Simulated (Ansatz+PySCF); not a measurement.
The numbers below are computed, except where a source is named.
## PySCF 2.14.0 run

```python
from pyscf import gto, scf, mp

# the (T+d) and (D+d) sets load through basis_set_exchange
mol = gto.M(atom="""
Si 0.000000 -0.500800 0.000000
H 0.000000 0.250400 1.286050
H 0.000000 0.250400 -1.286050
""", basis={'H': 'cc-pvtz', 'Si': 'cc-pv(t+d)z'}, charge=1, spin=1)
mf = scf.UHF(mol)
mf.kernel()
pt = mp.MP2(mf, frozen=5).run()
print(mf.e_tot, pt.e_corr, pt.e_tot)
```

The script is written out from the run's settings.

The run gave:

- Converged: yes
- Reference energy: -289.74201 hartree
- Correlation energy: -0.07539 hartree
- Total energy: -289.81740 hartree
- Spin squared of the determinant: 0.756
